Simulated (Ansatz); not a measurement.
Process, species as SMILES: [C-]#[NH+] (C-NH) + 3 [H][H] (H2) → C (CH4) + N (NH3)
B3LYP-D3(BJ)/def2-TZVP geometries, fixed; electronic energies without zero-point terms.

Core correlation in the energy of full hydrogenation at CCSD(T) with Ansatz (a first-principles code), in kcal/mol: frozen core against all electrons. Core-valence sets carry the plain set on hydrogen. Costs are rough ratios of core time on shared machines of one kind.

```json
[
 {"basis": "cc-pVDZ", "functions, most": "34", "frozen core": "-85.19"},
 {"basis": "cc-pCVDZ", "functions, most": "41", "frozen core": "-84.91"},
 {"basis": "cc-pVTZ", "functions, most": "86", "frozen core": "-89.72"},
 {"basis": "cc-pCVTZ", "functions, most": "100", "frozen core": "-89.17"},
 {"basis": "cc-pwCVTZ", "functions, most": "100", "frozen core": "-89.02"},
 {"basis": "cc-pVQZ", "functions, most": "175", "frozen core": "-90.95"},
 {"basis": "cc-pwCVQZ", "functions, most": "204", "frozen core": "-90.78"},
 {"basis": "cc-pCVQZ", "functions, most": "204", "frozen core": "-90.82"}
]
```

### Question
How large is the core term in each set?

### Answer
The largest core-valence set, cc-pCVQZ, gives a core term of -0.41 kcal/mol; the valence set cc-pVQZ, which lacks functions for the core, gives -1.75. By row: cc-pVDZ -0.69, cc-pCVDZ -0.52, cc-pVTZ -2.62, cc-pCVTZ -0.38, cc-pwCVTZ -0.42, cc-pVQZ -1.75, cc-pwCVQZ -0.41, cc-pCVQZ -0.41.
